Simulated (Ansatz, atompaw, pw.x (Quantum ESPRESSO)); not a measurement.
# pw.x on diamond Si: one setting changed

Potential: PAW, atompaw 4.2.0.5, LDA (PW92); core [Ne], reference 3s2 3p2; waves: 3s (bound): rc 1.95 bohr; 3s channel at 0.25 Ry: rc 1.95 bohr; 3p (bound): rc 2.05 bohr; 3p channel at 0.05 Ry: rc 2.05 bohr; 3d channel at 0.05 Ry: rc 2.05 bohr; 3d channel at 1.75 Ry: rc 2.05 bohr; local part: bessel scheme, radius 1.10 bohr; core correction: smooth core density matched at 1.60 bohr; augmentation: sinc compensation charge, radius 1.70 bohr; PAW radius 2.05 bohr; waves and projectors: custom rrkj vanderbiltortho.

The reference run (k-mesh 9³, cutoffs 40/400 Ry, Fermi–Dirac 0.01 Ry, mixing_beta 0.4, conv_thr 1e-9, no spin) gives 0.05 GPa at 19.694 Å³/atom, where all-electron LAPW gives -0.03 GPa. This run, with its own iteration cap, changes k-mesh points per axis to 3.

```
&control
  calculation='scf', prefix='x', pseudo_dir='./', outdir='./tmp', tstress=.true., disk_io='none'
/
&system
  ibrav=0, nat=2, ntyp=1, ecutwfc=40, ecutrho=400, nbnd=11,
  occupations='smearing', smearing='fd', degauss=0.01
/
&electrons
  conv_thr=1e-09, mixing_beta=0.4, electron_maxstep=50
/
ATOMIC_SPECIES
Si 1.0 Si.UPF
CELL_PARAMETERS angstrom
  0.00000000 2.70050288 2.70050288
  2.70050288 0.00000000 2.70050288
  2.70050288 2.70050288 0.00000000
ATOMIC_POSITIONS crystal
Si 0.0000 0.0000 0.0000
Si 0.2500 0.2500 0.2500
K_POINTS automatic
3 3 3 0 0 0
```

```bash
pw.x < Si.scf.in > Si.scf.out
```

Q: How does the run end?

A: It converges in 8 iterations; the free energy moves by +320.1 meV/atom and the pressure by +1.83 GPa.

```
Message from routine setup:
     using ibrav=0 with symmetry is DISCOURAGED, use correct ibrav instead
     lattice parameter (alat)  =       7.2170  a.u.
     unit-cell volume          =     265.8034 (a.u.)^3
     number of electrons       =         8.00
     number of Kohn-Sham states=           11
     kinetic-energy cutoff     =      40.0000  Ry
     charge density cutoff     =     400.0000  Ry
     scf convergence threshold =      1.0E-09
     Exchange-correlation= SLA PW NOGX NOGC
     number of k points=     4  Fermi-Dirac smearing, width (Ry)=  0.0100
     negative rho (up, down):  8.735E-03 0.000E+00
     iteration #  1     ecut=    40.00 Ry     beta= 0.40
     negative rho (up, down):  1.339E-02 0.000E+00
     total energy              =     -89.25175471 Ry
     estimated scf accuracy    <       0.07854809 Ry
     iteration #  2     ecut=    40.00 Ry     beta= 0.40
     negative rho (up, down):  1.962E-02 0.000E+00
     total energy              =     -89.24605389 Ry
     estimated scf accuracy    <       0.01969038 Ry
     iteration #  3     ecut=    40.00 Ry     beta= 0.40
     negative rho (up, down):  2.132E-02 0.000E+00
     total energy              =     -89.24756654 Ry
     estimated scf accuracy    <       0.00044629 Ry
     iteration #  4     ecut=    40.00 Ry     beta= 0.40
     negative rho (up, down):  2.153E-02 0.000E+00
     total energy              =     -89.24760573 Ry
     estimated scf accuracy    <       0.00005591 Ry
     iteration #  5     ecut=    40.00 Ry     beta= 0.40
     negative rho (up, down):  2.154E-02 0.000E+00
     total energy              =     -89.24761507 Ry
     estimated scf accuracy    <       0.00000374 Ry
     iteration #  6     ecut=    40.00 Ry     beta= 0.40
     negative rho (up, down):  2.154E-02 0.000E+00
     total energy              =     -89.24761540 Ry
     estimated scf accuracy    <       0.00000009 Ry
     iteration #  7     ecut=    40.00 Ry     beta= 0.40
     negative rho (up, down):  2.154E-02 0.000E+00
     total energy              =     -89.24761541 Ry
     estimated scf accuracy    <          1.6E-09 Ry
     iteration #  8     ecut=    40.00 Ry     beta= 0.40
     negative rho (up, down):  2.154E-02 0.000E+00
     the Fermi energy is     6.5745 ev
!    total energy              =     -89.24761541 Ry
     estimated scf accuracy    <          1.1E-10 Ry
     smearing contrib. (-TS)   =      -0.00227055 Ry
     The total energy is F=E-TS. E is the sum of the following terms:
     one-electron contribution =       5.89275650 Ry
     hartree contribution      =       1.12524961 Ry
     xc contribution           =      -5.66720351 Ry
     ewald contribution        =     -16.88912557 Ry
     one-center paw contrib.   =     -73.70702190 Ry
     convergence has been achieved in   8 iterations
     negative rho (up, down):  2.154E-02 0.000E+00
          total   stress  (Ry/bohr**3)                   (kbar)     P=       18.81
     Message from routine punch:
     Nothing written, as per user request (disk_io='none')
```

The run took about 5.7 s on one core of a shared host (Intel(R) Xeon(R) Platinum 8488C, 96 threads, 744 GiB, load 26).
